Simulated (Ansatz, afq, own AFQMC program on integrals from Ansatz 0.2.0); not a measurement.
GeNH₃, triplet in cc-pVDZ, levels against CCSDT(Q)

```tsv
atom	x (Å)	y (Å)	z (Å)
Ge	0.0000	0.0444	0.3304
N	0.0000	-0.1595	-1.5058
H	0.0000	-1.3184	1.0907
H	0.8260	0.1677	-1.9887
H	-0.8260	0.1677	-1.9887
```

Connectivity, by distances: GeH–NH2.

Basis cc-pVDZ. Only valence electrons are correlated. AFQMC by an in-house program on the Cholesky factors that Ansatz 0.2.0 writes for its CCSD(T) run. ph-AFQMC/CISD is guided by a CISD state made of CCSD amplitudes; releasing the constraint for a short imaginary time cuts its bias at the price of noise, slowly where states lie close. Uncertainties: one standard error, sampling alone. No spin–orbit coupling.

Determinant: ROHF, the one that the program's search chose, which needn't be the lowest solution. The geometry is a point of a scan.

No full CI on the walks' own integrals is used here; CCSDT(Q) serves as the reference and is uncertain by about the last step of the cluster series.

Cautions: no relativity below Rb; no spin-orbit coupling; inner d shell frozen; lower spins were not checked.

```
T1 diagnostic                               : 0.0293
weight of the determinant in the CISD state : 0.877
size of the correlated space                : 12 electrons in 41 orbitals
```

```csv
level,correlation energy (eV)
MP2,-6.6225
CCSD,-7.3240
CCSD(T),-7.5266
```

Estimate where AFQMC with the constraint released lies against CCSD(T) on the same integrals.

0.54 ± 0.45 kcal/mol below CCSD(T). The gap is under twice the noise, so this walk alone can't tell the two apart.

Reference: CCSDT(Q), correlation energy -7.565 eV. The released energy is read at 1.62 1/Eh, later times being too noisy (meV from the phaseless value at times in 1/Eh: -16 ± 14 at 0.24, -36 ± 14 at 0.51, -14 ± 17 at 0.99, -14 ± 19 at 1.62, -46 ± 26 at 2.40).

| level | E − E(reference) (kcal/mol) | share of correlation (%) |
| --- | --- | --- |
| CCSD(T) | 0.90 | 99.49 |
| CCSDT | 0.39 | 99.78 |
| ph-AFQMC/HF | -3.09 ± 1.72 | 101.77 |
| ph-AFQMC/CISD | 0.67 ± 0.26 | 99.62 |
| released AFQMC | 0.35 ± 0.45 | 99.80 |

A walk keeps the symmetry of its determinant, which the program's search chose and which needn't be the lowest solution, so a lower state of the same spin and another symmetry isn't excluded. Released energies are given only where the last usable release times agree within the noise; a slower fall can still hide under it.
